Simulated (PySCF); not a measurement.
**Accurate constants of Li2, step by step**

One table from this session's results is given with a row withheld; the runs are named, their logs left out.

The runs use PySCF 2.14.0; CCSD(T) on RHF, no relativity in the base curves; scalar relativity is added as a correction.

Set-up of the first run:

- molecule: Li2
- state: singlet, unpaired electrons none
- smaller basis: Li aug-cc-pVTZ
- larger basis: Li aug-cc-pVQZ
- frozen core orbitals: 2
- extrapolation: correlation as n⁻³ (n = 3, 4), Hartree–Fock as (n+1)·exp(−9√n)
- corrections: core–valence correlation, scalar relativity
- distances (Å): 2.4241, 2.5343, 2.6445, 2.7547, 2.8649, 3.0026, 3.1403
- masses (u): 7.0160, 7.0160
- dissociation limit: Li + Li

Launch:

```bash
> OMP_NUM_THREADS=4 python comp.py task.json out
```

Among the steps run: Coupled cluster at each distance.

One of the session's tables, all rows but one given; the rest of the session is left out.

Differences from the measured constants:

| level | Re (mÅ) | ωe (%) |
| --- | --- | --- |
| CCSD(T)/aug-cc-pVTZ(-PP) | ? | ? |
| CCSD(T)/aug-cc-pVQZ(-PP) | +26 | -1.4 |
| HF/CBS | +111 | -4.0 |
| MP2/CBS | +72 | -2.1 |
| CCSD/CBS | +25 | -1.1 |
| CCSD(T)/CBS | +25 | -1.1 |
| CCSD(T)/CBS+CV | +5 | -0.2 |
| CCSD(T)/CBS+CV+SR | +5 | -0.2 |

Q: Estimate the row for CCSD(T)/aug-cc-pVTZ(-PP) from the others.

**Answer.** Re (mÅ): +28; ωe (%): -1.9. In the column «Re (mÅ)» it lies between CCSD(T)/aug-cc-pVQZ(-PP) (+26) and MP2/CBS (+72).
